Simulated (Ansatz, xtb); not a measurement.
**COF2 (carbonyl fluoride): the electronic atomisation energy, rung by rung**

The species is COF2 (4 atoms), meant as a singlet with charge 0. As SMILES, `O=C(F)F`. The shape is that of a GFN2-xTB optimisation.

```xyz
4

O    -1.2438   -0.1573    0.1539
C    -0.1025   -0.0132    0.0129
F     0.8510   -0.8234    0.4225
F     0.4953    0.9939   -0.5893
```

Quantity: the electronic atomisation energy, in eV. The values are calculated. Electronic energies at fixed atoms, without zero-point motion or spin-orbit coupling.

| level | kind | program | value (eV) | CPU time (all runs) |
| --- | --- | --- | --- | --- |
| GFN0-xTB | semi-empirical | xtb | 16.95 | under 2 s |
| HF/STO-3G | Hartree–Fock | Ansatz | 8.80 | 0.19 s |
| SVWN5/STO-3G | LDA | Ansatz | 22.36 | 0.95 s |
| PBE/STO-3G | GGA | Ansatz | 19.01 | 1.9 s |
| r2SCAN/STO-3G | meta-GGA | Ansatz | 17.49 | 3.9 s |
| r2SCAN0/STO-3G | hybrid meta-GGA | Ansatz | 16.04 | 3.3 s |
| wB97M-V/STO-3G | range-separated hybrid | Ansatz | 17.39 | 12 s |
| RPA@PBE/STO-3G | RPA | Ansatz | 11.10 | 2.4 s |
| MP2/STO-3G | perturbation theory | Ansatz | 12.49 | 0.2 s |
| CCSDTQ/STO-3G | coupled cluster or CI | Ansatz | 12.98 | 19 s |

The values span 8.80 to 22.36 eV. The xTB rows lack spin polarisation, so open shells miss the exchange term that lowers them. All rows use very small basis sets, so even the best lies far from the true value. CPU times are rough (shared hosts, several kinds of processor): they show what a rung costs within a factor of a few.
